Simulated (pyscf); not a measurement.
A first-order saddle from PySCF, ωB97X-D3(BJ)/def2-SVP:

```
C
H 1 1.0952
H 1 1.0952 2 118.06
H 1 1.0990 2 119.68 3 161.78
H 1 1.4190 2 86.17 3 83.59
N 1 1.7712 2 94.78 5 178.38
H 6 1.0281 1 102.27 2 -173.66
H 6 1.0281 7 102.69 1 -105.78
```
Charge 0, spin multiplicity 2.

Surface: doublet, charge 0. Lowest wavenumbers (cm⁻¹): 1610i, 240, 527, 584, 696.

Problem. Which two sides does it connect, and which bonds change?

Solution. methane (CH₄) + amino radical (NH₂•) ⇌ methylamine (H₃C–NH₂) + H atom (H•), a substitution at C read from left to right: C–H broken and C–N formed. At CCSD(T)/def2-TZVPP + ΔMP2(QZVPP) it lies +2.34 eV from the left side and +1.42 eV from the right (each side as separated species at their lowest minima found). The same reactants have a lower exit, to CH₃• + NH₃ (barrier +0.57 eV at ωB97M-D3(BJ), against +2.32 eV here). This is the saddle that the search found; another between the same sides may lie lower. The angle at the attacked C is 178°. The CCSD(T) − MP2 part came from Ansatz, without density fitting, on the same reference. A UHF reference is spin-contaminated (<S²> up to 0.86), which harms MP2 most.
